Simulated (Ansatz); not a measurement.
Ansatz input

```yaml
crystal:
  lattice:
    - [0.0, 1.8901325671, 1.8901325671]
    - [1.8901325671, 0.0, 1.8901325671]
    - [1.8901325671, 1.8901325671, 0.0]
  atoms:
    - { symbol: Rh, position: [0.0, 0.0, 0.0], spin: 1.0 }
hamiltonian:
  xc: pbesol
  pseudopotentials:
    kind: paw
    azcp:
      Rh: "pseudopotentials/Rh.paw.azcp"
basis:
  ecutwfc: 420
  fft_grid_basis: typed
kpoints:
  mp_grid: { grid: [23, 23, 23], shift: [0, 0, 0] }
magnetization:
  spin_polarized: true
scf:
  occupations: { method: fermi_dirac, width: 0.05 }
```

and its output:

```
Warning: the record states the generating functional pbe (its physics header spells it `PBE`), which answers neither for hamiltonian.xc's functional nor for the pbesol family's — results may be inconsistent (PPs are generated against a specific XC)
Engine: ansatz 0.2.0, x86_64-unknown-linux-gnu
Pseudopotentials: kind: paw
Pseudopotential: Rh, paw, valence charge 17, recommended cutoff 420 eV (normal) 
Functional definition: PBEsol
  exchange = pbesol_x
  correlation = pbesol_c
Crystal: 1 atoms, lattice volume = 13.505 Å³
Basis set: ecut = 420 eV, 259 PW (Γ)
Bands: 13, of which v1, the nominal top of the filled ones, is band 9 counted from 1 (8 counted from 0)
Symmetry: 48 space group operations
Space group: Fm-3m (ITA 225), of the structure as read, at distance tolerance 2.4e-5 Å
Magnetic group: BNS 225.116 (UNI 1618), of the structure as read, at distance tolerance 2.4e-5 Å
k-points: 364 of 12167
Non-local potential: Rh, projectors of the file, l = 0: 3, l = 1: 2, l = 2: 2, l = 3: 1
PAW form: soft (Blöchl's): semilocal exchange-correlation on the pseudo side does not see the compensation charge
PAW frozen core: Rh, regenerated for the run's functional, and the local potential with it (the file was generated under x = pbe(κ = 0.804, μ = 0.2195149727645171), c = pbe(β = 0.06672455060314922))
PAW one-centre angular grid: Rh, 590 points (default); XC on 64 Gauss nodes
Initial density: superposition of atomic densities (chi_scale 0.1, normalization cell)
Starting moments: Σ|m| = 1 μB on 1 of 1 site
Initial wavefunctions: pseudopotential atomic-orbital guess
Functional: x = pbesol(κ = 0.804, μ = 0.12345679012345678), c = pbesol(β = 0.046)
SCF iter   1: F=—  HF=-6339.714844 eV  |F-HF|=—  |Δ(HF+E_count)|=         —  Δρ=1.08e-1 (↑1.08e-1 ↓4.15e-2)  dr2=1.89e0  dr2_m=3.57e-1  M=0.096 μB ∫|m|=0.096 μB  β_m=0.30  ethr=3.10e-3  ⟨swp⟩=5.1  Hψ=51207  notcnv=0
Mixer restart at iter 1: flushing history
SCF iter   2: F=—  HF=-6338.847891 eV  |F-HF|=—  |Δ(HF+E_count)|=   8.67e-1  Δρ=5.22e-2 (↑5.22e-2 ↓3.21e-2)  dr2=1.60e-1  dr2_m=1.76e-1  M=0.087 μB ∫|m|=0.087 μB  β_m=0.38  ethr=3.10e-3  ⟨swp⟩=2.7  Hψ=23284  notcnv=0
SCF iter   3: F=—  HF=-6338.762621 eV  |F-HF|=—  |Δ(HF+E_count)|=   8.53e-2  Δρ=2.24e-2 (↑2.24e-2 ↓2.24e-2)  dr2=1.02e-2  dr2_m=5.27e-2  M=0.053 μB ∫|m|=0.053 μB  β_m=0.65  ethr=9.40e-4  ⟨swp⟩=2.2  Hψ=15594  notcnv=0
SCF iter   4: F=—  HF=-6338.750826 eV  |F-HF|=—  |Δ(HF+E_count)|=   1.18e-2  Δρ=1.13e-3 (↑1.10e-3 ↓1.13e-3)  dr2=1.49e-4  dr2_m=4.17e-5  M=0.003 μB ∫|m|=0.003 μB  β_m=0.81  ethr=6.02e-5  ⟨swp⟩=1.9  Hψ=15170  notcnv=0
SCF iter   5: F=—  HF=-6338.750820 eV  |F-HF|=—  |Δ(HF+E_count)|=   6.16e-6  Δρ=3.17e-4 (↑1.69e-4 ↓3.17e-4)  dr2=7.88e-6  dr2_m=5.64e-6  M=0.001 μB ∫|m|=0.001 μB  β_m=0.90  ethr=8.76e-7  ⟨swp⟩=1.8  Hψ=12233  notcnv=0
SCF iter   6: F=—  HF=-6338.750817 eV  |F-HF|=—  |Δ(HF+E_count)|=   2.46e-6  Δρ=1.77e-5 (↑1.77e-5 ↓1.14e-5)  dr2=3.59e-8  dr2_m=1.38e-8  M=0.000 μB ∫|m|=0.000 μB  β_m=0.95  ethr=4.64e-8  ⟨swp⟩=2.3  Hψ=12969  notcnv=0
SCF iter   7: F=—  HF=-6338.750817 eV  |F-HF|=—  |Δ(HF+E_count)|=   4.04e-9  Δρ=3.14e-6 (↑3.14e-6 ↓2.72e-6)  dr2=3.23e-11  dr2_m=1.03e-9  M=0.000 μB ∫|m|=0.000 μB  β_m=0.98  ethr=2.11e-10  ⟨swp⟩=2.5  Hψ=15318  notcnv=0
SCF iter   8: F=—  HF=-6338.750817 eV  |F-HF|=—  |Δ(HF+E_count)|=  3.80e-10  Δρ=3.55e-7 (↑2.55e-7 ↓3.55e-7)  dr2=1.18e-11  dr2_m=1.84e-12  M=0.000 μB ∫|m|=0.000 μB  β_m=0.99  ethr=1.00e-12  ⟨swp⟩=2.0  Hψ=15857  notcnv=0
SCF iter   9: F=-6338.750817 eV  HF=-6338.750817 eV  |F-HF|=0.00e0  |Δ(HF+E_count)|=  5.46e-12  Δρ=5.39e-8 (↑5.39e-8 ↓4.31e-8)  dr2=3.43e-13  dr2_m=2.79e-14  M=0.000 μB ∫|m|=0.000 μB  ethr=1.00e-12  ⟨swp⟩=1.0  Hψ=21840  notcnv=0
SCF 1 converged in 9 iterations: F = -6338.750817 eV  dr2 = 3.43e-13
WARN: the starting moments were not kept: the SCF closed with an absolute magnetisation of 1.3e-7 μB, where they sum to 1 μB in size (1 site). That is at most 0.1 of that sum. Measured as dr2_m measures the in/out step, that magnetisation stands 6.6e-15 eV from none, at or under the dr2_threshold of 1.0e-7 eV: it is no larger than a step whose dr2_m would equal this threshold. The system may hold no moment; this SCF shows only that its start led to no more than that. To try another start: raise the starting moments (crystal.atoms[].spin, magnetization.per_species, magnetization.initial_magnetization, or on a non-collinear deck that types none of these the spinor_matrix: blocks that start its atoms; where the total moment is fixed, keep their sum and leave initial_magnetization as it is; typed ones take the place of any that the run laid by itself, positive ones on a crystal's lanthanoids without a Hubbard term where scf.initial_density.shell_occupations: [] is typed) or, if the notice of its spin-set hold's release reads "site moments contracting" or "site moments show no strong build", lengthen the hold (scf.mixing.spin_hold: { on: { confirm: 4 } }; for m-r²SCAN on two components see the key's manual first). Each may lead to a state that holds a moment. A second SCF, from the converged charge density, with the starting moments and any scf.initial_density.shell_occupations laid on it anew, would have followed, and was not run: the deck does not ask for one (magnetization.retry_lost_moments is false, the default). To let it run, set magnetization.retry_lost_moments: true and run the deck again, where that key's refused combinations let it; where memory then withholds it, that run's warning says so.
SCF converged after 9 iterations
Magnetization: 0.0000 μB (8.5000 up, 8.5000 down)
Absolute magnetization: 0.0000 μB (∫|ρ↑−ρ↓|, with the PAW one-centre terms)
Spin contamination: 0.0000 ħ² per cell (⟨S²⟩ above its minimum at these occupations)
Per-site moments (μB) at R_I (Å): [(5.8925602252696504e-8, 1.1026335833188066)]
Free energy (F): -6338.750817 eV
Harris-Foulkes:  -6338.750817 eV  (|F-HF|=0.00e0)
Internal energy: -6338.740518 eV  (E = F + TS)
E sigma→0 (E₀):  -6338.745668 eV
Entropy (-TS):   -0.010300 eV (-10.300 meV/atom)
Fermi energy:    22.756832 eV
--- Per-component energies (eV) ---
  E_band       = -79.925221
  E_kinetic    = 573.724767
  E_local      = -1541.439498  (includes V_loc(G=0)·N_el)
  E_nonlocal   = 356.268365
  E_hartree    = 540.697246
  E_xc         = -220.849194
  E_vxc        = -278.282536  (∫ρ·V_xc dr)
  E_paw        = -3523.800943  (= ΣΔE_a)
  E_vpaw       = -271.591632  (= ΣTr[D̂ρ^β])
  E_aug_tail   = 0.000802  (compensation charges beyond the density's cutoff)
  E_ewald      = -2523.618262
  E_core_change = 0.276200  (= ΣΔE_core)
  E_smearing   = -0.010300  (= −TS)
  E_closure    = 0.000000  (closes the sum)
  Σ components = -6338.750817   (vs F -6338.750817, Δ=0.00e0)
```
